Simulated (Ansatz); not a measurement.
Potential energy curve for Li2, singlet.

- RKS-PBE = restricted PBE/cc-pVDZ in Ansatz (a quantum-chemistry and plane-wave program)
- UKS-PBE = unrestricted PBE/cc-pVDZ (Ansatz)
- UKS-B3LYP = unrestricted B3LYP/cc-pVDZ in Ansatz
- FCI = full CI/cc-pVDZ, frozen core in Ansatz

Energies relative to the lowest point of each curve near equilibrium, in eV; the last columns give the error against full CI:

| R / Å | RKS-PBE | UKS-PBE | UKS-B3LYP | FCI | RKS-PBE − FCI | UKS-PBE − FCI | UKS-B3LYP − FCI |
|---|---|---|---|---|---|---|---|
| 2.04 | 0.582 | 0.582 | 0.559 | 0.572 | 0.010 | 0.010 | -0.013 |
| 2.21 | 0.295 | 0.295 | 0.275 | 0.289 | 0.006 | 0.006 | -0.014 |
| 2.37 | 0.128 | 0.128 | 0.113 | 0.124 | 0.004 | 0.004 | -0.011 |
| 2.43 | 0.086 | 0.086 | 0.073 | 0.083 | 0.003 | 0.003 | -0.009 |
| 2.61 | 0.013 | 0.013 | 0.008 | 0.012 | 0.002 | 0.002 | -0.004 |
| 2.67 | 0.004 | 0.004 | 0.001 | 0.003 | 0.001 | 0.001 | -0.002 |
| 2.74 | 0.000 | 0.000 | 0.000 | 0.000 | 0.000 | 0.000 | 0.000 |
| 2.84 | 0.006 | 0.006 | 0.011 | 0.008 | -0.002 | -0.002 | 0.003 |
| 2.89 | 0.014 | 0.014 | 0.021 | 0.017 | -0.003 | -0.003 | 0.004 |
| 2.99 | 0.037 | 0.037 | 0.048 | 0.042 | -0.005 | -0.005 | 0.006 |
| 3.15 | 0.090 | 0.090 | 0.107 | 0.098 | -0.009 | -0.009 | 0.008 |
| 3.45 | 0.221 | 0.220 | 0.249 | 0.237 | -0.016 | -0.017 | 0.012 |
| 3.72 | 0.355 | 0.344 | 0.393 | 0.374 | -0.019 | -0.031 | 0.018 |
| 4.10 | 0.545 | 0.501 | 0.567 | 0.555 | -0.010 | -0.054 | 0.012 |
| 4.59 | 0.766 | 0.658 | 0.717 | 0.735 | 0.031 | -0.077 | -0.018 |
| 4.91 | 0.890 | 0.730 | 0.780 | 0.815 | 0.075 | -0.086 | -0.036 |
| 5.36 | 1.035 | 0.796 | 0.834 | 0.887 | 0.147 | -0.091 | -0.053 |
| 6.04 | 1.195 | 0.843 | 0.874 | 0.939 | 0.256 | -0.096 | -0.066 |
| 6.78 | 1.306 | 0.859 | 0.890 | 0.960 | 0.346 | -0.102 | -0.071 |
| 7.45 | 1.366 | 0.863 | 0.895 | 0.968 | 0.399 | -0.105 | -0.072 |
| 8.23 | 1.406 | 0.864 | 0.898 | 0.971 | 0.435 | -0.107 | -0.073 |

RKS-PBE is furthest from FCI at 8.23 (0.435 eV, above); its mean absolute error over the points is 0.085 eV.

UKS-PBE is furthest from FCI at 8.23 (-0.107 eV, below); its mean absolute error over the points is 0.039 eV.

UKS-B3LYP is furthest from FCI at 8.23 (-0.073 eV, below); its mean absolute error over the points is 0.024 eV.

The restricted form behind RKS-PBE keeps the bonding electrons paired and can't separate into open-shell fragments. The unrestricted determinant behind UKS-PBE is spin-contaminated at 3.45 to 8.23 Å (<S²> up to 1.0, against 0.00 for a pure singlet). The unrestricted determinant behind UKS-B3LYP is spin-contaminated at 4.10 to 8.23 Å (<S²> up to 1.0, against 0.00 for a pure singlet).
